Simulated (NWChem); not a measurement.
# hydrazine (N2H4); SMILES NN

Computed with NWChem. Each level has its own optimisation; frequencies are unscaled.

For level Hartree-Fock/3-21G:

* **highest harmonic frequency (cm⁻¹)**: 3766
* **lowest (cm⁻¹)**: 489
* **zero-point energy (kcal/mol)**: 35.3

What are these values for level B3LYP/3-21G?


| Item | Result |
|---|---|
| highest harmonic frequency (cm⁻¹) | 3473 |
| lowest (cm⁻¹) | 464 |
| zero-point energy (kcal/mol) | 32.4 |
